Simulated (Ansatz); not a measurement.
Gas-phase electronic energies from Ansatz, PBE0-D4/def2-TZVP geometries. CCSD(T)/CBS is the MP2 limit (def2-TZVPP, def2-QZVPP) plus CCSD(T) − MP2 in def2-TZVPP, frozen cores. Functionals use def2-TZVPP. B3LYP here is the variant with VWN-RPA as its local correlation; programs differ in this. Each species was taken in one conformer, which may not be the lowest.

Consider the isomerisation: `OCCCF` → `CC(C)(O)F`.

`OCCCF`:

Cartesian coordinates in Å:
```
O -0.970 1.902 0.452
C -0.349 0.897 -0.322
C -0.026 -0.260 0.595
C 0.605 -1.423 -0.123
F 1.829 -1.055 -0.663
H -1.100 2.677 -0.099
H 0.573 1.266 -0.788
H -1.015 0.552 -1.128
H -0.949 -0.608 1.071
H 0.637 0.083 1.395
H -0.022 -1.773 -0.950
H 0.785 -2.257 0.560
```

`CC(C)(O)F`:

Z-matrix (Å, degrees):
```
C
C 1 1.513
H 1 1.091 2 110.1
H 1 1.090 2 110.6 3 120.6
H 1 1.093 2 109.9 3 -120.0
C 2 1.507 1 114.3 3 -62.1
O 2 1.382 1 112.4 3 61.2
F 2 1.400 1 106.4 3 179.4
H 6 1.090 2 109.2 1 -179.0
H 6 1.090 2 110.1 1 -59.1
H 6 1.090 2 110.1 1 61.5
H 7 0.962 2 108.6 1 48.2
```

**Question.** Is it downhill or uphill in electronic energy at CCSD(T)/CBS, and by how much? (An estimate is asked.)

**Answer.** Ansatz gave: Downhill: ΔE = -17.7 kcal/mol.

**Question.** What do these levels give: PBE0-D4, ωB97X-V, PBE, PBE0, B3LYP, SCS-MP2/def2-TZVPP, CCSD/def2-TZVPP, CCSD(T)/def2-TZVPP, HF/def2-QZVPP, MP2/def2-QZVPP, SCS-MP2/def2-QZVPP, CCSD/CBS(def2)? (An estimate is asked.)

**Answer.** The calculation gave: PBE0-D4 -17.6, ωB97X-V -17.9, PBE -17.2, PBE0 -17.3, B3LYP -16.4, SCS-MP2/def2-TZVPP -17.1, CCSD/def2-TZVPP -17.2, CCSD(T)/def2-TZVPP -17.7, HF/def2-QZVPP -16.0, MP2/def2-QZVPP -18.1, SCS-MP2/def2-QZVPP -17.0, CCSD/CBS(def2) -17.2 kcal/mol.

Largest T1 diagnostic among the species: 0.011.

In def2-TZVPP, CCSD(T) changes the Hartree–Fock value by −1.6 kcal/mol (the triples alone add −0.5 kcal/mol) and MP2 by −2.1 kcal/mol.
